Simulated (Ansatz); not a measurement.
Ansatz (a program for electronic structure) input (MP2/aug-cc-pVQZ): A basis named .json is the Basis Set Exchange file of that set (core-valence sets with the plain set on hydrogen).

Ansatz 0.2 input:
```yaml
crystal:
  periodic: [false, false, false]
  atoms:
    - {symbol: O, position_ang: [0.00702152, 0.00134342, 0.11666744]}
    - {symbol: H, position_ang: [-0.04995842, 0.75929218, -0.47415850]}
    - {symbol: H, position_ang: [-0.00621371, -0.77003954, -0.45918106]}
basis:
  gaussian:
    orbitals: aug-cc-pVQZ
    fitting: {mean_field: def2-universal-jkfit, correlation: aug-cc-pVQZ-RIFIT.json}
magnetization: {spin_polarized: false}
correlation: {method: mp2, electrons: outside_noble_gas}
```

Output:

```
Functional definition: HF
integrals: 0.06 GiB planned
113 factors; integrals over basis functions are off by at most 2.3e0 eV
328 factors; integrals over basis functions are off by at most 5.9e-1 eV
mean field: 0.23 GiB planned
mean field evaluation 1: about -2067.9656 eV, gradient 3.4e1 eV
mean field evaluation 2: about -2069.1127 eV, gradient 2.3e1 eV
mean field evaluation 4: about -2069.8493 eV, gradient 3.4e-1 eV
mean field evaluation 8: about -2069.8498 eV, gradient 1.1e-6 eV
mean field -2069.84980417 eV, -76.0655773087 hartree, gradient 1.1e-6 eV, S^2 0.000000; 0 other end points of the search recorded, 0 dependent functions left out
1 core orbitals not correlated
reference -2069.84980417 eV, -76.0655773087 hartree; 4, 4 occupied and 167, 167 virtual orbitals, 328 factors
second order -7.78789946 eV of doubles, -0.00000000 eV of singles
Total energy: -2077.63770363 eV, -76.3517773351 hartree
```
